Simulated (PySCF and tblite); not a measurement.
The numbers below are computed, except where a source is named.
Molecule: C₆H₁₂, numbered as in [CH3:1][CH:2]1[CH2:3][CH2:4][CH2:5][CH2:6]1; H are named by their carrier, a and b as at the first point (Å):

```
C1       1.951    0.558   -0.117
C2       0.797   -0.423    0.064
C3      -0.138   -0.453   -1.163
C4      -1.428    0.229   -0.710
C5      -1.538   -0.185    0.753
C6      -0.103   -0.035    1.256
H1a      1.572    1.558   -0.320
H1b      2.562    0.598    0.782
H1c      2.585    0.255   -0.948
H2       1.219   -1.419    0.227
H3a      0.308    0.046   -2.022
H3b     -0.351   -1.484   -1.448
H4a     -1.325    1.313   -0.777
H4b     -2.290   -0.072   -1.304
H5a     -2.242    0.428    1.315
H5b     -1.857   -1.227    0.822
H6a      0.080    1.006    1.526
H6b      0.095   -0.648    2.134
```

The ring 2–3–4–5–6 is held at Altona–Sundaralingam phase angles P (ν_j = ν_max cos(P + 144°(j − 2)), ν_j about the bond from ring atom j to j + 1, counted from 0) and the rest relaxed at GFN2-xTB. Energies: CAM-B3LYP/pcSseg-1 + D3(BJ). Couplings: B3LYP/6-31G* with H pcJ-1, gas phase, for ¹H. (tblite 0.8, PySCF 2.14.)

Problem. How do the most sensitive couplings change along the phase angle P?

Solution. 
```json
{"phase angle P °": "0", "³J(H5a,H6b)": "0.2", "³J(H4a,H5b)": "13.1", "³J(H3a,H4b)": "0.2", "³J(H3b,H4a)": "12.8", "³J(H5b,H6a)": "12.6", "³J(H4b,H5a)": "0.5", "³J(H2,H6a)": "7.3"}
{"phase angle P °": "72", "³J(H5a,H6b)": "0.2", "³J(H4a,H5b)": "8.1", "³J(H3a,H4b)": "8.3", "³J(H3b,H4a)": "1.7", "³J(H5b,H6a)": "12.7", "³J(H4b,H5a)": "1.6", "³J(H2,H6a)": "11.4"}
{"phase angle P °": "144", "³J(H5a,H6b)": "8.1", "³J(H4a,H5b)": "0.2", "³J(H3a,H4b)": "13.0", "³J(H3b,H4a)": "0.5", "³J(H5b,H6a)": "1.8", "³J(H4b,H5a)": "12.5", "³J(H2,H6a)": "7.3"}
{"phase angle P °": "216", "³J(H5a,H6b)": "13.5", "³J(H4a,H5b)": "0.2", "³J(H3a,H4b)": "8.1", "³J(H3b,H4a)": "1.6", "³J(H5b,H6a)": "0.4", "³J(H4b,H5a)": "12.6", "³J(H2,H6a)": "0.2"}
{"phase angle P °": "288", "³J(H5a,H6b)": "8.0", "³J(H4a,H5b)": "8.0", "³J(H3a,H4b)": "0.2", "³J(H3b,H4a)": "12.8", "³J(H5b,H6a)": "1.9", "³J(H4b,H5a)": "1.9", "³J(H2,H6a)": "0.2"}
```
Values in Hz.

Problem. Set ³J(H5a,H6b) against its H–C–C–H torsion.

Solution. 81°: 0.2 Hz, 82°: 0.2 Hz, 134°: 8.0 Hz, 135°: 8.1 Hz, 166°: 13.5 Hz.

Problem. With the energies 0.52, 0.00, 0.23, 0.83, 0.78 kcal/mol at these points, what are the Boltzmann averages at 298 K?

Solution. ³J(H5a,H6b) 4.3, ³J(H4a,H5b) 6.1, ³J(H3a,H4b) 7.4, ³J(H3b,H4a) 4.3, ³J(H5b,H6a) 7.6, ³J(H4b,H5a) 5.3, ³J(H2,H6a) 7.5 Hz, over these points alone; points not sampled, such as mirror images that interchange a and b, would even out couplings that symmetry makes equal.
